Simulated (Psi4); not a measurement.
# U-revPBE/aug-cc-pVTZ run of [AlH3]− (SMILES [AlH3-])

What is the vertical ionisation energy of [AlH3]− at U-revPBE/aug-cc-pVTZ? 

Program for the calculation: Psi4 1.11.

## 1. The molecule

The species is [AlH3]− (4 atoms), meant as a doublet with charge -1. As SMILES, `[AlH3-]`. The shape comes from GFN2-xTB, which is rough for such elements, and wasn't checked as a minimum.

Bond lengths: Al1–H2 1.684 Å, Al1–H3 1.685 Å, Al1–H4 1.685 Å. Angles: H2–Al1–H3 101.1°, H2–Al1–H4 101.1°, H3–Al1–H4 101.1°.

## 2. A single-point energy at U-revPBE/aug-cc-pVTZ

alh3.xyz reads:

```xyz
4
AlH3
Al    -0.161060     0.455350    -0.307260
H      0.471920     0.754070     1.224440
H     -1.350110    -0.683860     0.050500
H      1.039250    -0.525560    -0.967690
```

run.py reads:

```python
import psi4

psi4.set_memory(1600000000)
psi4.set_num_threads(1)
psi4.core.set_output_file('alh3.out', False)

with open('alh3.xyz') as f:
    atoms = ''.join(f.readlines()[2:])
molecule = psi4.geometry('-1 2\n' + atoms + 'symmetry c1')

options = {'basis': 'aug-cc-pVTZ', 'reference': 'uks', 'puream': True, 'e_convergence': 1e-09, 'd_convergence': 1e-08, 'scf_type': 'pk', 'dft_radial_points': 99, 'dft_spherical_points': 590, 'maxiter': 200}
psi4.set_options(options)

e_tot = psi4.energy("REVPBE", molecule=molecule)
print(f'REVPBE energy: {e_tot:.10f} Eh')
```

Run with:

```
$ python run.py
```

alh3.out:

```text
[...]
  Running in c1 symmetry.
[...]
  Nuclear repulsion =   12.860409124912710
[...]
  Multiplicity = 2
[...]
  Nalpha       = 9
  Nbeta        = 8
[...]
    Number of basis functions: 119
[...]
   @UKS iter   1:  -244.01988356292298   -3.06591e-01   3.15461e-03 ADIIS/DIIS
[...]
   @UKS iter  11:  -244.15971396728870   -7.30438e-12   2.40806e-09 DIIS
[...]
   @S^2 Observed:                7.526029493E-01
[...]
    Orbital Energies [Eh]
    ---------------------
    Alpha Occupied:
       1A    -55.186039     2A     -3.713457     3A     -2.312769
       4A     -2.309540     5A     -2.309537     6A     -0.158340
       7A     -0.043186     8A     -0.043162     9A      0.034382
    Alpha Virtual:
      10A      0.091687    11A      0.092465    12A      0.092467
      13A      0.112460    14A      0.151272    15A      0.151279
      16A      0.163221    17A      0.163662    18A      0.163663
      19A      0.173396    20A      0.173401    21A      0.185070
      22A      0.258366    23A      0.258380    24A      0.267429
      25A      0.298509    26A      0.320084    27A      0.320104
[...]
  @UKS Final Energy:  -244.15971396728870
   => Energetics <=
    Nuclear Repulsion Energy =             12.8604091249127102
    One-Electron Energy =                -367.8058015664890945
    Two-Electron Energy =                 130.5775373092930067
    DFT Exchange-Correlation Energy =     -19.7918588350053355
    Empirical Dispersion Energy =           0.0000000000000000
    VV10 Nonlocal Energy =                  0.0000000000000000
    Total Energy =                       -244.1597139672886954
[...]
 Multipole Moments:
 ------------------------------------------------------------------------------------
     Multipole            Electronic (a.u.)      Nuclear  (a.u.)        Total (a.u.)
 ------------------------------------------------------------------------------------
 L = 1.  Multiply by 2.5417464519 to convert [e a0] to [Debye]
 Dipole X            :         -0.6474916            0.5631659           -0.0843257
 Dipole Y            :          1.8323677           -1.5921867            0.2401811
 Dipole Z            :         -1.2353257            1.0743632           -0.1609625
 Magnitude           :                                                    0.3011755
[...]
```

Standard output:

```text
REVPBE energy: -244.1597139673 Eh
```

Run time: 17 s. Hardware: 1 thread of Intel Xeon 6975P-C (Granite Rapids), shared host; peak memory 0.9 GiB.

## 3. Singlet neutral AlH3: energy and gradient at revPBE/aug-cc-pVTZ

alh3.in reads:

```
memory 1600 MB

molecule molecule1 {
  Al    -0.161060     0.455350    -0.307260
  H      0.471920     0.754070     1.224440
  H     -1.350110    -0.683860     0.050500
  H      1.039250    -0.525560    -0.967690
  units angstrom
  symmetry c1
  no_reorient
  no_com
}

set {
  basis                aug-cc-pVTZ
  reference            rks
  puream               true
  e_convergence        1e-09
  d_convergence        1e-08
  scf_type             pk
  dft_radial_points    99
  dft_spherical_points 590
}

e_tot, wfn = gradient("revpbe", return_wfn=True)
oeprop(wfn, "WIBERG_LOWDIN_INDICES", "LOWDIN_CHARGES", "MAYER_INDICES", title="REVPBE")
print_variables()
```

Run with:

```
$ psi4 alh3.in alh3.out -n 1
```

alh3.out:

```text
[...]
  Running in c1 symmetry.
[...]
  Nuclear repulsion =   12.860409124912710
[...]
  Multiplicity = 1
[...]
  Nalpha       = 8
  Nbeta        = 8
[...]
    Number of basis functions: 119
[...]
   @RKS iter   1:  -244.01710995253006   -3.03817e-01   2.50960e-03 ADIIS/DIIS
[...]
   @RKS iter  10:  -244.09682140366354   -5.71276e-11   1.31278e-09 DIIS
[...]
    Orbital Energies [Eh]
    ---------------------
    Doubly Occupied:
       1A    -55.438329     2A     -3.963333     3A     -2.565772
       4A     -2.557056     5A     -2.557053     6A     -0.368229
       7A     -0.246344     8A     -0.246316
[...]
  @RKS Final Energy:  -244.09682140366354
   => Energetics <=
    Nuclear Repulsion Energy =             12.8604091249127102
    One-Electron Energy =                -364.0191177425015212
    Two-Electron Energy =                 126.6587620082846968
    DFT Exchange-Correlation Energy =     -19.5968747943594437
    Empirical Dispersion Energy =           0.0000000000000000
    VV10 Nonlocal Energy =                  0.0000000000000000
    Total Energy =                       -244.0968214036635402
[...]
 Multipole Moments:
 ------------------------------------------------------------------------------------
     Multipole            Electronic (a.u.)      Nuclear  (a.u.)        Total (a.u.)
 ------------------------------------------------------------------------------------
 L = 1.  Multiply by 2.5417464519 to convert [e a0] to [Debye]
 Dipole X            :          3.3175508           -3.6523115           -0.3347607
 Dipole Y            :         -9.3789708           10.3258415            0.9468707
 Dipole Z            :          6.3290135           -6.9676659           -0.6386524
 Magnitude           :                                                    1.1901705
[...]
  -Total Gradient:
     Atom            X                  Y                   Z
    ------   -----------------  -----------------  -----------------
       1       -0.021535288480     0.061085736570    -0.041092372044
       2        0.007428109329    -0.019781468782     0.014353558127
       3        0.006234969775    -0.020714174874     0.013715903538
       4        0.007872136624    -0.020589853248     0.013023056138
[...]
```

It took 20 s on 1 thread of Intel Xeon 6975P-C (Granite Rapids), shared host; peak memory 0.9 GiB.

## 4. Results

Level: U-revPBE/aug-cc-pVTZ.

| quantity | value |
| --- | --- |
| doublet [AlH3]−: total energy | -244.15971 Eh |
| doublet [AlH3]−: HOMO energy (highest over α and β) | 0.94 eV |
| doublet [AlH3]−: LUMO energy (lowest over α and β) | 2.33 eV |
| doublet [AlH3]−: ⟨S²⟩ | 0.753 |
| singlet neutral AlH3: total energy | -244.09682 Eh |
| singlet neutral AlH3: dipole moment | 3.03 D |
| singlet neutral AlH3: HOMO energy | -6.70 eV |
| singlet neutral AlH3: LUMO energy | -4.21 eV |
| singlet neutral AlH3: HOMO–LUMO gap | 2.49 eV |
| singlet neutral AlH3: largest force on an atom | 3.944 eV/Å |
| vertical detachment energy (to the singlet neutral) | 1.711 eV |

What this shows: Removing an electron at fixed nuclei costs 1.71 eV (39 kcal/mol). Only the singlet of the ionised species was computed; a triplet could lie lower. The HOMO (doublet [AlH3]−) lies at positive energy, 0.94 eV, as semi-local functionals often give for anions; only total energies tell whether the electron is bound.
